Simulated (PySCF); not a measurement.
| atom | x (Å) | y (Å) | z (Å) |
| --- | --- | --- | --- |
| C | -0.0039 | 1.1062 | 0.0000 |
| S | -0.0039 | -0.6926 | 0.0000 |
| H | 1.0433 | 1.4271 | 0.0000 |
| H | -0.4792 | 1.5084 | 0.8952 |
| H | -0.4792 | 1.5084 | -0.8952 |

Basis set: cc-pVTZ on H, C; cc-pV(T+d)Z on S (spherical functions). Left uncorrelated: 6 orbitals. Charge -1, multiplicity 1.

Starred EOM-CCSD(T)(a) on the restricted Hartree–Fock determinant with PySCF 2.14.0; the energies are vertical.

**Question.** The solver was asked for the few lowest roots only. Give the ionization energies of singlet CH₃S(-) among them whose weight of singles is over 0.7.

**Answer.**

```csv
root,energy (eV),weight of singles
1,1.37,0.96
2,1.42,0.96
3,5.21,0.95
```

Higher main lines weren't sought. Caution: no diffuse functions for an anion.
